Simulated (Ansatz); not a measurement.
Input file:

```yaml
crystal:
  periodic: [false, false, false]
  atoms:
    - {symbol: F, position_ang: [0.084376, 0.005225, -1.776602]}
    - {symbol: Si, position_ang: [-0.080498, 0.013599, -0.172809]}
    - {symbol: Si, position_ang: [-0.003878, -0.018825, 1.949411]}
basis:
  gaussian: {orbitals: cc-pVDZ}
magnetization: {spin_polarized: true, initial_magnetization: 1}
correlation: {method: mp2, electrons: outside_noble_gas}
```

```sh
$ ansatz run in.yaml --threads 1 --pin off --events-out ev --progress --plain --max-ram 2393MiB
```

(1) Roughly how long does this take on 1 thread of Arm Neoverse V2, shared host, and how much host memory?

```
499 factors; integrals over basis functions are off by at most 8.6e-4 eV
mean field evaluation 1: about -18426.9309 eV, gradient 1.6e1 eV
mean field evaluation 2: about -18426.9685 eV, gradient 1.6e1 eV
mean field evaluation 4: about -18428.1562 eV, gradient 1.5e0 eV
mean field evaluation 8: about -18428.2247 eV, gradient 2.4e-1 eV
mean field evaluation 16: about -18428.2554 eV, gradient 1.2e0 eV
mean field evaluation 32: about -18428.3018 eV, gradient 8.9e-2 eV
mean field evaluation 64: about -18428.3164 eV, gradient 1.1e-8 eV
mean field evaluation 96: about -18428.3088 eV, gradient 1.7e-1 eV
mean field evaluation 128: about -18428.3133 eV, gradient 1.8e-1 eV
mean field evaluation 160: about -18428.3016 eV, gradient 2.2e-2 eV
mean field -18428.31636047 eV, -677.2281350857 hartree, gradient 9.1e-9 eV, S^2 1.135592; 11 other end points of the search recorded, 0 dependent functions left out
11 core orbitals not correlated: weight in the atoms' cores, before any rotation towards them, 1.000 or more for the frozen orbitals, at most 0.000 for the correlated occupied ones
reference -18428.31636047 eV, -677.2281350857 hartree; 8, 7 occupied and 31, 32 virtual orbitals, 499 factors
second order -8.95044723 eV of doubles, -0.00000000 eV of singles
Total energy: -18437.26680770 eV, -677.5570579545 hartree
```

Answers

(1) 3.2 s wall and 0.09 GiB.
